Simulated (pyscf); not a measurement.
H₂C=CH–SiH₃ (SMILES C=C[SiH3]) + HCl (SMILES Cl) → H₂C=CH₂ (SMILES C=C) + H₃Si–Cl (SMILES [SiH3]Cl) (four-centre exchange; singlet surface; C–Si, Cl–H broken, C–H, Cl–Si formed). Single points on ωB97X-D3(BJ)/def2-SVP structures (PySCF, gas phase). MP2 and CC: frozen core, UHF for open shells. ΔMP2 is the change of the MP2 total energy from the triple- to the quadruple-zeta basis. Energies in eV from the separated reactants.

| level | barrier | reaction energy |
|---|---|---|
| PBE/def2-TZVP | 1.20 | -0.96 |
| B3LYP-D3(BJ)/def2-TZVP | 1.38 | -0.98 |
| ωB97M-D3(BJ)/def2-TZVP | 1.45 | -0.98 |
| MP2/def2-QZVPP | 1.45 | -0.98 |
| CCSD/def2-TZVPP | 1.76 | -0.94 |
| CCSD(T)/def2-TZVPP | 1.63 | -0.92 |
| CCSD(T)/def2-TZVPP + ΔMP2(QZVPP) | 1.57 | -0.94 |

Of the functionals in the table, ωB97M-D3(BJ) is closest to CCSD(T)/def2-TZVPP + ΔMP2(QZVPP) in the barrier (0.12 eV apart) and PBE least close (0.37 eV); that level has limits of its own. One saddle was located; it need not be the lowest between these sides. The CCSD(T) − MP2 part came from Ansatz, without density fitting, on the same reference.
